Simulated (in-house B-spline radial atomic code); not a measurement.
Results of a calculation; reference values are marked as such.
Stopping and range of 5 keV B in Si

The pair potential comes from two frozen, spherical free-atom densities (PBE, B-spline radial code, scalar-relativistic past argon): electrostatics plus the change in Thomas-Fermi kinetic and Dirac exchange energy where they overlap, the recipe behind the universal ZBL potential, which averages such potentials (from solid-state densities) over many pairs. It is written V = (Z1 Z2 e²/r) φ(r/a), with e² = 14.3996 eV·Å and a = 0.46850 Å/(Z1^0.23 + Z2^0.23); ZBL's fit is φ = 0.18175 e^(−3.1998x) + 0.50986 e^(−0.94229x) + 0.28022 e^(−0.4029x) + 0.02817 e^(−0.20162x). Where φ falls below 4e-4 it is continued as an exponential.

The target is taken as amorphous, with density 2.329 g/cm³ (NSM archive of the Ioffe Institute); channelling is ignored. Masses: B 10.81, Si 28.09 u. Nuclear stopping is S_n = 4π a Z1 Z2 e² M1/(M1 + M2) × s_n(ε), with s_n integrated over impact parameters for each pair. Electronic stopping is Lindhard and Scharff's S_e = Z1^(1/6) 8π e² a0 Z1 Z2/(Z1^(2/3) + Z2^(2/3))^(3/2) × v/v0, with a0 = 0.529177 Å and v = v0 at 24.801 keV/u; it misses the oscillations with Z1 seen in experiment, which reach tens of per cent. Compounds add by atom fraction.

| target atom | a (Å) | ε at this energy | s_n, this pair | s_n, ZBL potential |
| --- | --- | --- | --- | --- |
| Si | 0.14271 | 0.5112 | 0.3795 | 0.3434 |

Task: What are the atom density and the stopping powers at entry?

Result: N = 2.329 × 0.602214/28.09 = 0.04993 atoms/Å³. For Si: S_n = 502.3 × 0.3795 = 190.6 eV·Å², S_e = 1.3119 × √5000 = 92.77 eV·Å². Averaged over the target's atoms and times N × 10 Å/nm, the ion loses N S_n = 95.2 eV/nm to recoils and N S_e = 46.3 eV/nm to electrons; the nuclear share is 67 %.

Along the track:

```csv
E (keV),N S_n (eV/nm),N S_e (eV/nm)
0.25,65.9,10.4
0.75,85.1,17.9
1.5,93.9,25.4
2.5,97.1,32.8
3.75,96.9,40.1
5,95.2,46.3
```

Task: Estimate the path length and the projected range.

Result: With continuous slowing down the path is the integral of dE/(N (S_n + S_e)). Trapezoids over the table give 38.9 nm, and the stretch below the first row, with stopping taken as √E, adds 2E/(N S) = 6.6 nm: 45.4 nm in all, against 43.6 nm on a fine grid from 5 eV. Deflections shorten the depth: to first order in the energy passed on, N (S_n + S_e) dR_p/dE = 1 − N S_n (M2/M1) R_p/(2E), summed over the target's atoms, and integrating this on the fine grid gives R_p = 19.6 nm, 0.45 of the path. Lindhard's rule of thumb R/(1 + M2/3M1), with mean M2/M1 = 2.60, gives 23.3 nm; it is meant for M2/M1 below about 2. On the ZBL potential the same equation gives 21.4 nm, and the full integral equation, which keeps hard collisions, 23 nm.
